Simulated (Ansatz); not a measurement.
# ClFH2Si: two geometries relaxed

Aim: relax the geometries before and after the reaction (reductive elimination), and see whether they are two minima and how far apart in energy. Meant to form: Cl2–H3; to break: Si1–Cl2, Si1–H3. The start is a guess near the saddle point, from which both ends are pulled out.

All numbers below are computed with Ansatz 0.2.0 (RKS LDA/def2-SVP).

**1. The structure to begin with**

Bond lengths: Si1–Cl2 2.330 Å, Si1–H3 1.660 Å, Si1–H4 1.459 Å, Si1–F5 1.589 Å. Angles: Cl2–Si1–H3 52.9°, Cl2–Si1–H4 122.4°, Cl2–Si1–F5 122.4°, H3–Si1–H4 119.6°, H3–Si1–F5 119.6°, H4–Si1–F5 109.5°.

Structure file:

```xyz
5

Si    0.0000    0.0000    0.0000
Cl    1.2713    0.0000    1.9526
H     1.6559    0.0000    0.1178
H    -0.6877    1.1914   -0.4862
F    -0.7489   -1.2974   -0.5295
```

**2. A restrained relaxation towards end A**

Springs on the bonds that form and break draw the guess towards this end; the thresholds are loose.

The input, input.yaml:

```yaml
crystal:
  periodic: [false, false, false]
  atoms:
    - { symbol: Si, position_ang: [0.0, 0.0, 0.0] }
    - { symbol: Cl, position_ang: [1.2713, 0.0, 1.9526] }
    - { symbol: H, position_ang: [1.6559, 0.0, 0.1178] }
    - { symbol: H, position_ang: [-0.6877, 1.1914, -0.4862] }
    - { symbol: F, position_ang: [-0.7489, -1.2974, -0.5295] }
basis:
  gaussian: { orbitals: def2-SVP }
hamiltonian:
  xc: lda
relax:
  f_tol: 0.15
  max_steps: 25
  restrain:
    - { distance: [1, 2], at: 2.57, k: 30.0 }
    - { distance: [0, 1], at: 2.13, k: 30.0 }
    - { distance: [0, 2], at: 1.46, k: 30.0 }
output:
  orbitals: {}
```

The run is started by

```
> ansatz run input.yaml --threads 1 --pin off --max-ram 2048MiB --backend cpu --events-out ev --progress --plain --runs-dir out
```

Log, cut to the lines that bear on the results:

```text
Warning: RAYON_NUM_THREADS=1 ignored (pool sized by the plan → 1); use --threads N
[...]
Functional definition: SPW92
[...]
655 factors; their error is unknown
[...]
mean field -23051.08968275 eV, -847.1119212512 hartree, gradient 5.9e-5 eV, S^2 0.000000; 0 other end points of the search recorded, 0 dependent functions left out
[...]
reference -23051.08970805 eV, -847.1119221812 hartree; 21, 21 occupied and 39, 39 virtual orbitals, 655 factors
relax step   1: F+E_penalty+E_count = -23051.08968275 eV  Δ(F+E_penalty+E_count) = +0.000e0 eV  max|allowed force component| = 5.480e0 eV/Å  E_restraint = 8.45258788 eV  max|allowed force component, restraints' pulls added| = 2.352e1 eV/Å  Δτ_max = 0.0000 Å  (24 SCF iters, accepted)
[...]
relax step   5: F+E_penalty+E_count = -23053.61393888 eV  Δ(F+E_penalty+E_count) = -8.010e-2 eV  max|allowed force component| = 1.003e0 eV/Å  E_restraint = 0.04755939 eV  max|allowed force component, restraints' pulls added| = 4.577e-1 eV/Å  Δτ_max = 0.0440 Å  (27 SCF iters, accepted)
[...]
relax step   6: F+E_penalty+E_count = -23053.61770753 eV  Δ(F+E_penalty+E_count) = -3.769e-3 eV  max|allowed force component| = 1.249e0 eV/Å  E_restraint = 0.04421321 eV  max|allowed force component, restraints' pulls added| = 3.710e-2 eV/Å  Δτ_max = 0.0136 Å  (26 SCF iters, accepted)
  distance Cl 1 - H 2 = 2.6034 Å
  distance Si 0 - Cl 1 = 2.0872 Å
  distance Si 0 - H 2 = 1.4620 Å
655 factors; their error is unknown
[...]
mean field -23053.61770753 eV, -847.2048244483 hartree, gradient 1.0e-5 eV, S^2 0.000000; 1 other end points of the search recorded, 0 dependent functions left out
[...]
reference -23053.61773199 eV, -847.2048253475 hartree; 21, 21 occupied and 39, 39 virtual orbitals, 655 factors
Total energy: -23053.61773199 eV, -847.2048253475 hartree
Atom 0 at     0.241951     0.021195     0.047196 Å, force     0.311702     0.010990     1.248953 eV/Å
Atom 1 at     0.814749    -0.007706     2.054068 Å, force    -0.662692     0.035176    -0.294491 eV/Å
Atom 2 at     1.626414    -0.034439    -0.419385 Å, force     0.343402    -0.013075    -0.955538 eV/Å
Atom 3 at    -0.593790     1.214535    -0.294343 Å, force     0.015773    -0.037100     0.010975 eV/Å
Atom 4 at    -0.598724    -1.299586    -0.332836 Å, force    -0.008186     0.004009    -0.009899 eV/Å
Dipole moment:     0.019393     0.220440    -0.235140 e Å
```

Run time: 10 s. Hardware: 1 thread of Arm Neoverse N1, shared host; peak memory 0.12 GiB.

Step by step:

```
step  energy from step 1 (eV)  largest force component (eV/Å)
   1                   0.0000                          5.4798
   2                  -1.1547                          3.0061
   3                  -1.9365                          1.6267
   4                  -2.4442                          1.1284
   5                  -2.5243                          1.0031
   6                  -2.5280                          1.2490
```

Step 1 is the start. Energies and forces in the table leave out the springs, which the log lists apart; the run stops on the force with the springs' pull added.

After: Bond lengths: Si1–Cl2 2.087 Å, Si1–H3 1.462 Å, Si1–H4 1.496 Å, Si1–F5 1.611 Å. Angles: Cl2–Si1–H3 92.7°, Cl2–Si1–H4 112.6°, Cl2–Si1–F5 111.0°, H3–Si1–H4 119.1°, H3–Si1–F5 112.8°, H4–Si1–F5 108.0°.

**3. Relaxing end A**

It starts where the restrained run ended.

The input, input.yaml:

```yaml
crystal:
  periodic: [false, false, false]
  atoms:
    - { symbol: Si, position_ang: [0.241951, 0.021195, 0.047196] }
    - { symbol: Cl, position_ang: [0.814749, -0.007706, 2.054068] }
    - { symbol: H, position_ang: [1.626414, -0.034439, -0.419385] }
    - { symbol: H, position_ang: [-0.59379, 1.214535, -0.294343] }
    - { symbol: F, position_ang: [-0.598724, -1.299586, -0.332836] }
basis:
  gaussian: { orbitals: def2-SVP }
hamiltonian:
  xc: lda
relax:
  f_tol: 0.03
  max_steps: 50
```

The run is started by

```
> ansatz run input.yaml --threads 1 --pin off --max-ram 2048MiB --backend cpu --events-out ev --progress --plain --runs-dir out
```

Log, cut to the lines that bear on the results:

```text
Warning: RAYON_NUM_THREADS=1 ignored (pool sized by the plan → 1); use --threads N
[...]
[... 1 set-up line as earlier in the session ...]
[...]
655 factors; their error is unknown
[...]
mean field -23053.61770029 eV, -847.2048241825 hartree, gradient 2.5e-5 eV, S^2 0.000000; 0 other end points of the search recorded, 0 dependent functions left out
[...]
reference -23053.61772485 eV, -847.2048250849 hartree; 21, 21 occupied and 39, 39 virtual orbitals, 655 factors
relax step   1: F+E_penalty+E_count = -23053.61770029 eV  Δ(F+E_penalty+E_count) = +0.000e0 eV  max|allowed force component| = 1.249e0 eV/Å  Δτ_max = 0.0000 Å  (24 SCF iters, accepted)
[...]
relax step   3: F+E_penalty+E_count = -23053.79934617 eV  Δ(F+E_penalty+E_count) = -1.266e-2 eV  max|allowed force component| = 1.664e-1 eV/Å  Δτ_max = 0.0359 Å  (26 SCF iters, accepted)
[...]
relax step   4: F+E_penalty+E_count = -23053.80099175 eV  Δ(F+E_penalty+E_count) = -1.646e-3 eV  max|allowed force component| = 2.391e-2 eV/Å  Δτ_max = 0.0093 Å  (27 SCF iters, accepted)
655 factors; their error is unknown
mean field -23053.80099175 eV, -847.2115600193 hartree, gradient 2.6e-5 eV, S^2 0.000000; 1 other end points of the search recorded, 0 dependent functions left out
[...]
reference -23053.80101646 eV, -847.2115609274 hartree; 21, 21 occupied and 39, 39 virtual orbitals, 655 factors
Total energy: -23053.80101646 eV, -847.2115609274 hartree
Atom 0 at     0.300172     0.017134     0.099210 Å, force    -0.001266     0.014745    -0.023908 eV/Å
Atom 1 at     0.661674    -0.003679     2.109240 Å, force    -0.002741     0.004666     0.015353 eV/Å
Atom 2 at     1.608208    -0.031594    -0.627700 Å, force    -0.013240    -0.007319    -0.000264 eV/Å
Atom 3 at    -0.532546     1.213546    -0.241096 Å, force     0.009734     0.005994     0.012541 eV/Å
Atom 4 at    -0.546908    -1.301408    -0.284954 Å, force     0.007513    -0.018085    -0.003723 eV/Å
Dipole moment:     0.099692     0.211606    -0.137516 e Å
```

Run time: 6.9 s. Hardware: 1 thread of Arm Neoverse N1, shared host; peak memory 0.12 GiB.

Step by step:

```
step  energy from step 1 (eV)  largest force component (eV/Å)
   1                   0.0000                          1.2488
   2                  -0.1690                          0.4761
   3                  -0.1816                          0.1664
   4                  -0.1833                          0.0239
```

Step 1 is the start.

After: Bond lengths: Si1–Cl2 2.042 Å, Si1–H3 1.497 Å, Si1–H4 1.497 Å, Si1–F5 1.614 Å. Angles: Cl2–Si1–H3 108.8°, Cl2–Si1–H4 109.3°, Cl2–Si1–F5 108.6°, H3–Si1–H4 113.7°, H3–Si1–F5 108.4°, H4–Si1–F5 107.9°.

**4. Pulling towards end B**

Springs on the bonds that form and break draw the guess towards this end; the thresholds are loose.

The input, input.yaml:

```yaml
crystal:
  periodic: [false, false, false]
  atoms:
    - { symbol: Si, position_ang: [0.0, 0.0, 0.0] }
    - { symbol: Cl, position_ang: [1.2713, 0.0, 1.9526] }
    - { symbol: H, position_ang: [1.6559, 0.0, 0.1178] }
    - { symbol: H, position_ang: [-0.6877, 1.1914, -0.4862] }
    - { symbol: F, position_ang: [-0.7489, -1.2974, -0.5295] }
basis:
  gaussian: { orbitals: def2-SVP }
hamiltonian:
  xc: lda
relax:
  f_tol: 0.15
  max_steps: 25
  restrain:
    - { distance: [1, 2], at: 1.37, k: 30.0 }
    - { distance: [0, 1], at: 3.33, k: 30.0 }
    - { distance: [0, 2], at: 2.66, k: 30.0 }
output:
  orbitals: {}
```

The run is started by

```
> ansatz run input.yaml --threads 1 --pin off --max-ram 2048MiB --backend cpu --events-out ev --progress --plain --runs-dir out
```

Log, cut to the lines that bear on the results:

```text
Warning: RAYON_NUM_THREADS=1 ignored (pool sized by the plan → 1); use --threads N
[...]
[... 1 set-up line as earlier in the session ...]
[...]
655 factors; their error is unknown
[...]
mean field -23051.08968275 eV, -847.1119212512 hartree, gradient 5.9e-5 eV, S^2 0.000000; 0 other end points of the search recorded, 0 dependent functions left out
[...]
reference -23051.08970805 eV, -847.1119221812 hartree; 21, 21 occupied and 39, 39 virtual orbitals, 655 factors
relax step   1: F+E_penalty+E_count = -23051.08968275 eV  Δ(F+E_penalty+E_count) = +0.000e0 eV  max|allowed force component| = 5.480e0 eV/Å  E_restraint = 33.81823442 eV  max|allowed force component, restraints' pulls added| = 4.081e1 eV/Å  Δτ_max = 0.0000 Å  (24 SCF iters, accepted)
[...]
  distance Cl 1 - H 2 = 1.3423 Å
  distance Si 0 - Cl 1 = 3.3196 Å
  distance Si 0 - H 2 = 2.6575 Å
655 factors; their error is unknown
[...]
mean field -23050.79213285 eV, -847.1009864940 hartree, gradient 2.1e-5 eV, S^2 0.000000; 1 other end points of the search recorded, 0 dependent functions left out
[...]
reference -23050.79215979 eV, -847.1009874842 hartree; 21, 21 occupied and 39, 39 virtual orbitals, 655 factors
Total energy: -23050.79215979 eV, -847.1009874842 hartree
Atom 0 at    -0.101119     0.003095    -0.778964 Å, force     0.259117     0.041826     0.299370 eV/Å
Atom 1 at     1.706931     0.135172     2.001935 Å, force     0.030917    -0.146955    -0.911967 eV/Å
Atom 2 at     2.076951    -0.125254     0.738183 Å, force    -0.263148     0.142512     0.611464 eV/Å
Atom 3 at    -1.080147     1.137702    -0.347510 Å, force     0.004341    -0.011483    -0.001148 eV/Å
Atom 4 at    -1.112017    -1.256715    -0.558943 Å, force    -0.031227    -0.025900     0.002282 eV/Å
Dipole moment:     0.190568     0.121154    -0.174980 e Å
```

It took 15 s on 1 thread of Arm Neoverse N1, shared host; peak memory 0.12 GiB.

Step by step:

| step | energy from step 1 (eV) | largest force component (eV/Å) |
| --- | --- | --- |
| 1 | 0.0000 | 5.4798 |
| 2 | 1.7408 | 8.4618 |
| 3 | 2.9657 | 9.1490 |
| 4 | 2.3512 | 7.0095 |
| 5 | 1.1197 | 4.3525 |
| 6 | 0.6718 | 2.6847 |
| 7 | 0.3378 | 1.3826 |
| 8 | 0.3054 | 0.8532 |
| 9 | 0.2975 | 0.9120 |

Step 1 is the start. Energies and forces in the table leave out the springs, which the log lists apart; the run stops on the force with the springs' pull added.

After: Bond lengths: Cl2–H3 1.342 Å, Si1–H4 1.559 Å, Si1–F5 1.630 Å. Angles: H4–Si1–F5 97.8°.

Pairs that crossed the distance rule for bonds on the way: came closer Cl2–H3; moved apart Si1–Cl2, Si1–H3.

**5. End point B**

It starts where the restrained run ended.

The input, input.yaml:

```yaml
crystal:
  periodic: [false, false, false]
  atoms:
    - { symbol: Si, position_ang: [-0.101119, 0.003095, -0.778964] }
    - { symbol: Cl, position_ang: [1.706931, 0.135172, 2.001935] }
    - { symbol: H, position_ang: [2.076951, -0.125254, 0.738183] }
    - { symbol: H, position_ang: [-1.080147, 1.137702, -0.34751] }
    - { symbol: F, position_ang: [-1.112017, -1.256715, -0.558943] }
basis:
  gaussian: { orbitals: def2-SVP }
hamiltonian:
  xc: lda
relax:
  f_tol: 0.03
  max_steps: 50
```

The run is started by

```
> ansatz run input.yaml --threads 1 --pin off --max-ram 2048MiB --backend cpu --events-out ev --progress --plain --runs-dir out
```

Log, cut to the lines that bear on the results:

```text
Warning: RAYON_NUM_THREADS=1 ignored (pool sized by the plan → 1); use --threads N
[...]
[... 1 set-up line as earlier in the session ...]
[...]
655 factors; their error is unknown
[...]
mean field -23050.79211082 eV, -847.1009856844 hartree, gradient 1.5e-5 eV, S^2 0.000000; 0 other end points of the search recorded, 0 dependent functions left out
[...]
reference -23050.79213802 eV, -847.1009866841 hartree; 21, 21 occupied and 39, 39 virtual orbitals, 655 factors
relax step   1: F+E_penalty+E_count = -23050.79211082 eV  Δ(F+E_penalty+E_count) = +0.000e0 eV  max|allowed force component| = 9.120e-1 eV/Å  Δτ_max = 0.0000 Å  (25 SCF iters, accepted)
[...]
relax step   4: F+E_penalty+E_count = -23050.99664257 eV  Δ(F+E_penalty+E_count) = -5.030e-2 eV  max|allowed force component| = 6.164e-1 eV/Å  Δτ_max = 0.1952 Å  (27 SCF iters, accepted)
[...]
relax step  14: F+E_penalty+E_count = -23053.80105376 eV  Δ(F+E_penalty+E_count) = -3.272e-3 eV  max|allowed force component| = 2.117e-2 eV/Å  Δτ_max = 0.0179 Å  (27 SCF iters, accepted)
655 factors; their error is unknown
[...]
mean field -23053.80105376 eV, -847.2115622980 hartree, gradient 8.4e-6 eV, S^2 0.000000; 1 other end points of the search recorded, 0 dependent functions left out
[...]
reference -23053.80107856 eV, -847.2115632093 hartree; 21, 21 occupied and 39, 39 virtual orbitals, 655 factors
Total energy: -23053.80107856 eV, -847.2115632093 hartree
Atom 0 at     0.301370     0.011253     0.096730 Å, force    -0.000871    -0.001675     0.001966 eV/Å
Atom 1 at     0.648572     0.064478     2.109756 Å, force    -0.001981    -0.002250    -0.004049 eV/Å
Atom 2 at     1.609082    -0.120577    -0.619368 Å, force    -0.003829    -0.009086     0.000065 eV/Å
Atom 3 at    -0.475059     1.229350    -0.295432 Å, force    -0.006736    -0.008160     0.000382 eV/Å
Atom 4 at    -0.593367    -1.290503    -0.236985 Å, force     0.013417     0.021171     0.001636 eV/Å
Dipole moment:     0.107499     0.201486    -0.147585 e Å
```

Wall time 23 s (1 thread of Arm Neoverse N1, shared host); peak memory 0.12 GiB.

The steps of the relaxation:

```
step  energy from step 1 (eV)  largest force component (eV/Å)
   1                   0.0000                          0.9120
   2                  -0.0948                          0.1851
   3                  -0.1542                          0.3398
   4                  -0.2045                          0.6164
   5                  -0.2285                          1.0307
   6                  -0.2784                          0.6259
   7                  -0.6470                          1.5603
   8                  -1.4295                          2.3929
   9                  -2.3209                          1.5921
  10                  -2.8336                          0.7850
  11                  -2.9087                          1.8990
  12                  -3.0008                          0.3218
  13                  -3.0057                          0.1733
  14                  -3.0089                          0.0212
```

Step 1 is the start.

After: Bond lengths: Si1–Cl2 2.043 Å, Si1–H3 1.497 Å, Si1–H4 1.497 Å, Si1–F5 1.614 Å. Angles: Cl2–Si1–H3 109.0°, Cl2–Si1–H4 109.0°, Cl2–Si1–F5 108.6°, H3–Si1–H4 113.5°, H3–Si1–F5 108.3°, H4–Si1–F5 108.3°.

Pairs that crossed the distance rule for bonds on the way: came closer Si1–Cl2, Si1–H3; moved apart Cl2–H3.

**6. Outcome**

| quantity | value |
| --- | --- |
| end A | 3 moves, 0.183 eV lower |
| end B | 13 moves, 3.009 eV lower |
| largest difference between the ends | 0.01 Å |
| end B relative to end A | -0.000 eV |

What this shows: The two relaxations end at one structure, within 0.01 Å: no second minimum was found from this start, which doesn't rule one out.
